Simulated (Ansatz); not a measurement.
The same path of CH$_{5}$OSi (8 atoms, charge -1, multiplicity 1) was run 3 times with different band settings. The coordinate that changes most is the dihedral H7–Si2–O3–H8.

Method: Ansatz, RKS PBE/def2-SVP.

Relaxed end points:

```xyz
8
Properties=species:S:1:pos:R:3
C -0.558 0.786 -0.492
Si 0.980 -0.426 -0.175
O 0.190 -1.593 0.942
H -1.269 0.373 -1.245
H -0.206 1.768 -0.888
H -1.146 0.990 0.435
H 1.614 0.548 0.900
H 0.395 -2.445 0.522
```

```xyz
8
Properties=species:S:1:pos:R:3
C -0.522 0.681 -0.475
Si 1.168 -0.378 -0.373
O 0.479 -1.852 0.366
H -1.176 0.311 -1.299
H -0.321 1.759 -0.685
H -1.138 0.644 0.460
H 1.649 0.406 0.939
H -0.138 -1.571 1.069
```

Common settings: movable images 5; climbing image yes; spring 5.0 eV/Å²; optimiser quadratic models (default); start path through a guess of the saddle point; end points relaxed.

| run | force threshold | iteration limit |
| --- | --- | --- |
| 1 | 0.05 eV/Å | 43 |
| 2 | 0.2 eV/Å | 60 |
| 3 | 0.2 eV/Å | 60 |

(1) What does each run give, and how far can it be trusted?

Results:

(1) Run 1: converged after 15 iterations, highest image 0.154 eV above the first end. A vibrational analysis at the climbing image gives one clearly imaginary mode, 315i cm⁻¹: a first-order saddle point.
Run 2: converged after 12 iterations, highest image 0.155 eV above the first end. The threshold of 0.2 eV/Å is loose, so the images may lie well off the minimum-energy path. Another band between the same ends (5 images) ends at a top of the same energy, where a vibrational analysis finds 1 clearly imaginary mode.
Run 3: converged after 12 iterations, highest image 0.155 eV above the first end. The threshold of 0.2 eV/Å is loose, so the images may lie well off the minimum-energy path. Another band between the same ends (5 images) ends at a top of the same energy, where a vibrational analysis finds 1 clearly imaginary mode.
Limits of this set-up: an anion without diffuse functions, the dipole of an ion depends on the origin.
